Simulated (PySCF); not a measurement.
Calculation: PBE-D3(BJ)/def2-TZVP // BP86-D3(BJ)/def2-SVP in PySCF. Isolated molecules, 0 K electronic values unless said otherwise. 

Reference species (SMILES): `N` (neutral, multiplicity 1).

```json
{
  "HOMO": "-6.15 eV"
}
```

Changed species: `CSC` (free ligand S(CH3)2; the reference has free ligand NH3).

Task: Give the shifts of the HOMO.

Result: the HOMO goes up by 1.10 eV, to -5.05 eV.
